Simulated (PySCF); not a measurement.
Electron detachment from `[SiH2-]Cl` ([ClH2Si]-)

Parent: `[SiH2-]Cl` ([ClH2Si]-). Non-hydrogen atoms are numbered in `[SiH2-:1][Cl:2]`.

Level of theory: ωB97X-D3(BJ)/ma-def2-TZVP single points in PySCF, grid level 2; every species was optimised with PBE0-D3(BJ)/ma-def2-SVP. Zero-point and thermal terms (298.15 K, 1 bar) come from unscaled PBE0-D3(BJ)/ma-def2-SVP harmonic frequencies, with soft modes damped to free rotors in the entropy.

Frontier levels of the parent: HOMO -2.73 eV, LUMO 4.55 eV.

Oxidation to the radical:
* Vertical detachment energy (electronic): 2.66 eV
* Adiabatic detachment energy (with zero-point energy): 1.88 eV
* Adiabatic, electronic part: 1.84 eV
* Vertical gap at the product's structure: 1.21 eV
* Inner reorganisation energy (four-point): 1441 meV
* Relaxation of product / of parent: 816 / 626 meV
* ⟨S²⟩ of the product: 0.752
* Largest spin populations: Si1 0.86
* Largest changes of atomic charge: Si1 0.63, Cl2 0.22
* Distances that move most (Å): Si1–Cl2 2.279 → 2.081; Si1–H 1.548 → 1.494; Si1–H 1.548 → 1.494

Caveats: spin-orbit coupling is left out of the energies, which matters for open shells on the heavier atoms.
